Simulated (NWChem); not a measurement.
System: CH5N cation, doublet; SMILES of the neutral closed-shell parent CN

The following NWChem deck was run.

```
start job
memory heap 200 mb stack 900 mb global 1100 mb
charge 1
geometry units angstroms noautosym nocenter noautoz
  C      0.022104     0.701182    -0.000330
  N      0.000444    -0.701264    -0.000058
  H     -0.584848     1.094138    -0.865562
  H      1.046223     1.111861    -0.003216
  H     -0.578552     1.093973     0.869662
  H     -0.891348    -1.227846     0.000138
  H      0.866456    -1.268495     0.000205
end
basis spherical
  C library def2-svp
  N library def2-svp
  H library def2-svp
end
dft
  odft
  mult 2
  xc pbe0
  iterations 150
end
cosmo
  do_cosmo_smd true
  solvent thf
end
task dft energy
```

Output (shortened):

```
             Northwest Computational Chemistry Package (NWChem) 7.3.0
             --------------------------------------------------------

                             Geometry "geometry" -> ""
                             -------------------------

 Output coordinates in angstroms (scale by  1.889725989 to convert to a.u.)

  No.       Tag          Charge          X              Y              Z
 ---- ---------------- ---------- -------------- -------------- --------------
    1 C                    6.0000     0.02210400     0.70118200    -0.00033000
    2 N                    7.0000     0.00044400    -0.70126400    -0.00005800
    3 H                    1.0000    -0.58484800     1.09413800    -0.86556200
    4 H                    1.0000     1.04622300     1.11186100    -0.00321600
    5 H                    1.0000    -0.57855200     1.09397300     0.86966200
    6 H                    1.0000    -0.89134800    -1.22784600     0.00013800
    7 H                    1.0000     0.86645600    -1.26849500     0.00020500

 Effective nuclear repulsion energy (a.u.)      42.1783046710

                                 NWChem DFT Module
                                 -----------------

 Summary of "ao basis" -> "ao basis" (spherical)
 ------------------------------------------------------------------------------
       Tag                 Description            Shells   Functions and Types
 ---------------- ------------------------------  ------  ---------------------
 C                          def2-svp                 6       14   3s2p1d
 N                          def2-svp                 6       14   3s2p1d
 H                          def2-svp                 3        5   2s1p

 in cosmo_initialize ...
 calling solv_data for solv:thf

 solvent parameters
 solvname_short: thf
 solvname_long:  tetrahydrofuran
 dielec:        7.4257
 dielecinf:     1.9740
 nonaqueous SMD model solvent descriptors
 dielec:        7.4257
 sola:          0.0000
 solb:          0.4800
 solc:          0.0000
 solg:         39.4400
 solh:          0.0000
 soln:          1.4050

          ---------------
          -cosmo- solvent
          ---------------
 Cosmo: York-Karplus, doi: 10.1021/jp992097l
 dielectric constant -eps-     =   7.43
 screen = (eps-1)/(eps    )    =   0.86533
 surface charge correction     = lagrangian

   van der Waals surface
 --------------------------

[...]

                                COSMO-SMD solvation results
                                ---------------------------

             internal energy in gas <Psi(g)|H|Psi(g)> =       -95.347306285247
         internal energy in solvent <Psi(s)|H|Psi(s)> =       -95.346748059824
                               delta internal energy  =         0.000558225424 (    0.35 kcal/mol)
   total free energy in solvent <Psi(s)|H+V/2|Psi(s)> =       -95.451546913140
 polarization energy contribution <Psi(s)|V/2|Psi(s)> =        -0.104798853317 (  -65.76 kcal/mol)
    total free energy in solvent including G(SMD-CDS) =       -95.450313751733
                       G(SMD-CDS) energy contribution =         0.001233161408 (    0.77 kcal/mol)
     1 M fixed-concentration free energy of solvation =        -0.103007466485 (  -64.64 kcal/mol)

                    DFT Final Alpha Molecular Orbital Analysis
                    ------------------------------------------

 Vector    7  Occ=1.000000D+00  E=-5.433091D-01
              MO Center= -9.9D-02,  5.8D-02,  3.7D-04, r^2= 1.4D+00
   Bfn.  Coefficient  Atom+Function         Bfn.  Coefficient  Atom+Function
  ----- ------------  ---------------      ----- ------------  ---------------
    20      0.454877  2 N  pz                 6     -0.340487  1 C  pz
    23     -0.280341  2 N  pz                29      0.194595  3 H  s
    39     -0.195102  5 H  s                  9     -0.131517  1 C  pz
    30      0.043707  3 H  s                 40     -0.043833  5 H  s

 Vector    8  Occ=1.000000D+00  E=-4.679220D-01
              MO Center=  2.4D-01,  6.6D-01, -2.2D-03, r^2= 1.6D+00
   Bfn.  Coefficient  Atom+Function         Bfn.  Coefficient  Atom+Function
  ----- ------------  ---------------      ----- ------------  ---------------
     4      0.434810  1 C  px                34      0.358736  4 H  s
    29     -0.184090  3 H  s                 39     -0.181985  5 H  s
    18      0.180475  2 N  px                 7      0.175940  1 C  px
    44      0.160586  6 H  s                 49     -0.150790  7 H  s
    35      0.105450  4 H  s                 21     -0.061526  2 N  px

 Vector    9  Occ=1.000000D+00  E=-3.936746D-01
              MO Center= -1.6D-01,  1.5D-01,  1.4D-03, r^2= 1.7D+00
   Bfn.  Coefficient  Atom+Function         Bfn.  Coefficient  Atom+Function
  ----- ------------  ---------------      ----- ------------  ---------------
    20      0.500423  2 N  pz                23     -0.368690  2 N  pz
     6      0.313214  1 C  pz                29     -0.274663  3 H  s
    39      0.275846  5 H  s                  9      0.169220  1 C  pz
    30     -0.102764  3 H  s                 40      0.103217  5 H  s

 Vector   10  Occ=0.000000D+00  E= 1.985026D-02
              MO Center=  4.5D-03, -9.2D-01,  3.1D-05, r^2= 4.0D+00
   Bfn.  Coefficient  Atom+Function         Bfn.  Coefficient  Atom+Function
  ----- ------------  ---------------      ----- ------------  ---------------
    17      1.292032  2 N  s                 45     -0.808398  6 H  s
    50     -0.812338  7 H  s                  3      0.530712  1 C  s
     8      0.479508  1 C  py                35     -0.410422  4 H  s
    30     -0.325581  3 H  s                 40     -0.324745  5 H  s
    16      0.310080  2 N  s                  5      0.177410  1 C  py

[...]
```

Level: PBE0/def2-SVP, spin-unrestricted, SMD on the gas-phase geometry. Geometry: optimised at PBE-D3(BJ)/def2-SVP, spin-unrestricted. The spin multiplicity was typed, not searched, and may not be the lowest. No stability test was run on the SCF state. Solvent: tetrahydrofuran.
